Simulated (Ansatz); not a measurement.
CoSn: computed properties

Level of theory: DFT r2SCAN, scalar-relativistic, plane waves, PAW in Ansatz.

Plane waves to 500 eV, a k mesh through Γ of 12×12×8 on the computed 6-atom cell and Gaussian smearing (0.10 eV); no spin polarisation.

The structure is relaxed at this level of theory with its symmetry kept. Whether it is the stable form of this composition wasn't checked.

```cif
data_structure
_symmetry_space_group_name_H-M 'P 1'
_symmetry_Int_Tables_number 1
_cell_length_a 5.2431
_cell_length_b 5.2431
_cell_length_c 4.1841
_cell_angle_alpha 90.000
_cell_angle_beta 90.000
_cell_angle_gamma 120.000
_cell_volume 99.61
loop_
_atom_site_label
_atom_site_type_symbol
_atom_site_fract_x
_atom_site_fract_y
_atom_site_fract_z
_atom_site_occupancy
Co1 Co 0.00000 0.50000 0.00000 1
Co2 Co 0.50000 0.50000 0.00000 1
Co3 Co 0.50000 0.00000 0.00000 1
Sn1 Sn 0.66667 0.33333 0.50000 1
Sn2 Sn 0.33333 0.66667 0.50000 1
Sn3 Sn 0.00000 0.00000 0.00000 1
```

```
Space group                                                       : P6/mmm (No. 191)
Volume per atom                                                   : 16.60 Å³
Formation energy from the elements' standard states (uncorrected) : +0.048 eV/atom
Generalised Kohn–Sham band gap                                    : none (metal)
Density of states at the Fermi level                              : 2.46 states/eV per cell
Löwdin character within 0.5 eV of the Fermi level                 : Co 3d 81 %, Sn 5p 13 %
Bader charges (e)                                                 : Co (3 in the cell) -0.33, Sn (2 in the cell) 0.29, Sn (1 in the cell) 0.41
```

A ferromagnetic start lost its moments in a first run, so spin was left out; other magnetic orders weren't tried.

Cost: 1 run of about 3.2 core-minutes, on Intel Xeon Platinum 8375C (Ice Lake) (shared hosts).